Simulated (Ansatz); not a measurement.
## One elementary step

Start structure (SiH$_{5}$OF, closed shell), relaxed at PBE0-D4/def2-TZVP:

```
8
angstrom
Si -0.4301 0.6657 0.4298
F -0.2770 -0.9230 0.5021
H -0.5178 1.0542 -0.9892
H -1.6436 0.9915 1.2150
O 0.8926 1.4045 1.0290
H 0.3783 -2.1980 -1.7277
H 0.5459 -2.3789 -2.4325
H 1.0517 1.3840 1.9735
```

The step: SiH₃OF ([OH][SiH2][F]) + H₂ → SiH₄O ([OH][SiH3]) + HF; bonds formed: Si1–H7, F2–H6; bonds broken: Si1–F2, H6–H7. Ansatz 0.2.0; basis: def2-TZVPP and def2-QZVPP; cores frozen in the correlated methods. Extrapolation: Hartree–Fock as exp(−7.88 √X), correlation as X^−2.97. Energies below are by CCSD(T) at an estimated basis limit (MP2 extrapolated from triple and quadruple zeta, plus CCSD(T) − MP2 in triple zeta).

(1) What are the electronic barrier and the energy of the step, from the start structure to the end structure? (To be estimated.)

The T1 diagnostic stays at or below 0.013.

Answers

(1) By the calculation: Barrier 254.1 kJ/mol; step energy 124.5 kJ/mol (uphill); reverse barrier, their difference, 129.6 kJ/mol. Barrier and step energy count from the start structure, the reverse barrier from the end structure.

The saddle point: One imaginary mode of 1047i cm⁻¹.
| pair | start (Å) | saddle (Å) | end (Å) |
| --- | --- | --- | --- |
| Si1–H7 | 4.29 | 1.70 | 1.50 |
| F2–H6 | 2.65 | 1.21 | 0.93 |
| Si1–F2 | 1.60 | 1.99 | 3.25 |
| H6–H7 | 0.75 | 0.97 | 1.85 |

Zero-point energy (harmonic, PBE0-D4): ZPE is 119.7 kJ/mol at the start and 128.8 kJ/mol at the saddle, so the barrier goes from 254.1 to 263.2 kJ/mol.

Labels in which every atom is bracketed show which atoms are joined, not bond orders.

For scale, one of the runs: CCSD(T)/def2-TZVPP, 174 basis functions (an equivalent command: `ansatz run in.yaml --threads 2`). Time: 22 s of wall clock on 2 CPU threads; the host was shared. Peak host memory: 1.6 GiB.
